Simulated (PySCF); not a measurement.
Broadened absorption spectrum of C2H8Si

C2H8Si.
SMILES: `CC[SiH3]`

Method: TDDFT B3LYP/def2-SVPD, vertical, gas phase, core orbitals frozen in the response (PySCF 2.14.0, density-fitted response routines). Geometry: GFN2-xTB; no solvent, vibrations or thermal averaging.

Broadening: Gaussians 0.4 eV wide at half height, area fixed by f = 4.319×10⁻⁹ ∫ε dν̃. The width is an assumption, not a result. The curve ends short of the highest state used, and states not computed would add to its high-energy end.

```json
{"E (eV)": "6.94", "ε (L mol⁻¹ cm⁻¹)": "2"}
{"E (eV)": "6.96", "ε (L mol⁻¹ cm⁻¹)": "2"}
{"E (eV)": "6.99", "ε (L mol⁻¹ cm⁻¹)": "4"}
{"E (eV)": "7.02", "ε (L mol⁻¹ cm⁻¹)": "7"}
{"E (eV)": "7.04", "ε (L mol⁻¹ cm⁻¹)": "10"}
{"E (eV)": "7.07", "ε (L mol⁻¹ cm⁻¹)": "17"}
{"E (eV)": "7.10", "ε (L mol⁻¹ cm⁻¹)": "26"}
{"E (eV)": "7.12", "ε (L mol⁻¹ cm⁻¹)": "36"}
{"E (eV)": "7.15", "ε (L mol⁻¹ cm⁻¹)": "54"}
{"E (eV)": "7.18", "ε (L mol⁻¹ cm⁻¹)": "79"}
{"E (eV)": "7.21", "ε (L mol⁻¹ cm⁻¹)": "113"}
{"E (eV)": "7.23", "ε (L mol⁻¹ cm⁻¹)": "141"}
{"E (eV)": "7.26", "ε (L mol⁻¹ cm⁻¹)": "190"}
{"E (eV)": "7.29", "ε (L mol⁻¹ cm⁻¹)": "250"}
{"E (eV)": "7.31", "ε (L mol⁻¹ cm⁻¹)": "294"}
{"E (eV)": "7.34", "ε (L mol⁻¹ cm⁻¹)": "366"}
{"E (eV)": "7.37", "ε (L mol⁻¹ cm⁻¹)": "442"}
{"E (eV)": "7.39", "ε (L mol⁻¹ cm⁻¹)": "492"}
{"E (eV)": "7.42", "ε (L mol⁻¹ cm⁻¹)": "564"}
{"E (eV)": "7.45", "ε (L mol⁻¹ cm⁻¹)": "626"}
{"E (eV)": "7.47", "ε (L mol⁻¹ cm⁻¹)": "660"}
{"E (eV)": "7.50", "ε (L mol⁻¹ cm⁻¹)": "696"}
{"E (eV)": "7.53", "ε (L mol⁻¹ cm⁻¹)": "711"}
{"E (eV)": "7.56", "ε (L mol⁻¹ cm⁻¹)": "704"}
{"E (eV)": "7.58", "ε (L mol⁻¹ cm⁻¹)": "688"}
{"E (eV)": "7.61", "ε (L mol⁻¹ cm⁻¹)": "647"}
{"E (eV)": "7.64", "ε (L mol⁻¹ cm⁻¹)": "591"}
{"E (eV)": "7.66", "ε (L mol⁻¹ cm⁻¹)": "546"}
{"E (eV)": "7.69", "ε (L mol⁻¹ cm⁻¹)": "475"}
{"E (eV)": "7.72", "ε (L mol⁻¹ cm⁻¹)": "402"}
{"E (eV)": "7.74", "ε (L mol⁻¹ cm⁻¹)": "356"}
{"E (eV)": "7.77", "ε (L mol⁻¹ cm⁻¹)": "294"}
{"E (eV)": "7.80", "ε (L mol⁻¹ cm⁻¹)": "246"}
{"E (eV)": "7.82", "ε (L mol⁻¹ cm⁻¹)": "225"}
{"E (eV)": "7.85", "ε (L mol⁻¹ cm⁻¹)": "213"}
{"E (eV)": "7.88", "ε (L mol⁻¹ cm⁻¹)": "231"}
{"E (eV)": "7.91", "ε (L mol⁻¹ cm⁻¹)": "291"}
{"E (eV)": "7.93", "ε (L mol⁻¹ cm⁻¹)": "360"}
{"E (eV)": "7.96", "ε (L mol⁻¹ cm⁻¹)": "521"}
{"E (eV)": "7.99", "ε (L mol⁻¹ cm⁻¹)": "772"}
{"E (eV)": "8.01", "ε (L mol⁻¹ cm⁻¹)": "1001"}
{"E (eV)": "8.04", "ε (L mol⁻¹ cm⁻¹)": "1463"}
{"E (eV)": "8.07", "ε (L mol⁻¹ cm⁻¹)": "2097"}
{"E (eV)": "8.09", "ε (L mol⁻¹ cm⁻¹)": "2632"}
{"E (eV)": "8.12", "ε (L mol⁻¹ cm⁻¹)": "3626"}
{"E (eV)": "8.15", "ε (L mol⁻¹ cm⁻¹)": "4869"}
{"E (eV)": "8.18", "ε (L mol⁻¹ cm⁻¹)": "6367"}
{"E (eV)": "8.20", "ε (L mol⁻¹ cm⁻¹)": "7501"}
{"E (eV)": "8.23", "ε (L mol⁻¹ cm⁻¹)": "9376"}
{"E (eV)": "8.26", "ε (L mol⁻¹ cm⁻¹)": "11399"}
{"E (eV)": "8.28", "ε (L mol⁻¹ cm⁻¹)": "12786"}
{"E (eV)": "8.31", "ε (L mol⁻¹ cm⁻¹)": "14836"}
{"E (eV)": "8.34", "ε (L mol⁻¹ cm⁻¹)": "16735"}
{"E (eV)": "8.36", "ε (L mol⁻¹ cm⁻¹)": "17850"}
{"E (eV)": "8.39", "ε (L mol⁻¹ cm⁻¹)": "19202"}
{"E (eV)": "8.42", "ε (L mol⁻¹ cm⁻¹)": "20077"}
```

Question: Where are the band maxima, and which computed states make them?

Answer: 165 nm (7.54 eV), ε about 710, made up of S1 (100%) (ε in L mol⁻¹ cm⁻¹; maxima over ε = 5, shares over 10%). At its high-energy end, 8.42 eV, the curve is still rising (ε about 20000, from S4 and S5). The states used: S1 7.54 eV (f 0.011); S2 8.26 eV (f 0.010); S3 8.41 eV (f 0.011); S4 8.44 eV (f 0.235); S5 8.54 eV (f 0.056); S6 8.60 eV (f 0.0011); S7 8.79 eV (f 0.011); S8 9.02 eV (f 0.0039).

Question: Coming from long wavelengths, where does ε first pass 100 L mol⁻¹ cm⁻¹?

Answer: At about 172 nm (7.20 eV), 0.34 eV below S1.

Question: What would ε be at 7.54 eV, the highest of these maxima, with half the width (0.2 eV)?

Answer: About 1420 L mol⁻¹ cm⁻¹ against 711, a factor of about 2.00; a lone state at its own centre would give exactly 2.
